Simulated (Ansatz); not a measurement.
Tetradymite Bi2Se3, treated with HSE06 in Ansatz (PAW).

Run with plane-wave cutoff 460 eV, 6×6×6 k mesh, Fermi–Dirac smearing 0.01 eV, scalar-relativistic PAW data made under PBE.

Cell (relaxed at this level):

```xyz
5
Lattice="10.4772 -2.0725 0.1057 10.4772 2.0725 0.1057 10.0313 0.0000 3.6676" Properties=species:S:1:pos:R:3 pbc="T T T"
Bi    12.2485     0.0000     1.5333
Bi    18.7372     0.0000     2.3457
Se     0.0000     0.0000     0.0000
Se     6.8794     0.0000     0.8612
Se    24.1063     0.0000     3.0178
```

What does this level give for the band gap and smallest direct gap on the k points sampled?


* **band gap**: 1.22 eV
* **smallest direct gap on the k points sampled**: 1.24 eV

Measured, for comparison: band gap 0.3 eV (temperature not stated, not corrected to a static lattice; as tabulated in Park and Ryu (2016), arXiv:1610.06451).

Note: the cell comes from a level without a dispersion term, which matters for the spacing of layers, chains or molecules; the cell has widely spaced layers and the level no dispersion term, so their spacing and the moduli can rest on weak binding.

Spin–orbit coupling is not included; with these elements it can move the gap by several tenths of an eV or more.

Computed values are for the static lattice.

Ansatz is a first-principles code.
